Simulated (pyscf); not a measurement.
H₃Si–SH + H₂ → H₃Si–SH + H₂ (four-centre exchange; singlet surface; H–Si, H–H broken, H–Si, H–H formed). Structures and frequencies: ωB97X-D3(BJ)/def2-SVP in PySCF. Energies in eV from the separated reactants.

| level | barrier | reaction energy |
|---|---|---|
| PBE/def2-TZVP | 2.39 | 0.00 |
| r²SCAN/def2-TZVP | 2.51 | 0.00 |
| B3LYP-D3(BJ)/def2-TZVP | 2.69 | 0.00 |
| PBE0-D3(BJ)/def2-TZVP | 2.50 | 0.00 |
| M06-2X/def2-TZVP | … | 0.00 |
| HF/def2-TZVP | … | 0.00 |

**Question.** Complete the blanks.

**Answer.** 
- M06-2X/def2-TZVP, barrier: 2.83
- HF/def2-TZVP, barrier: 3.46

The functionals in the table span 0.44 eV in this barrier, from PBE to M06-2X. At the saddle there is also a short H–Si contact that neither side keeps. The same reactants have a lower exit, to H₂S + SiH₄ (barrier +2.48 eV at ωB97M-D3(BJ)/def2-TZVP, against +2.71 eV here). This is the saddle that the search found; another between the same sides may lie lower.
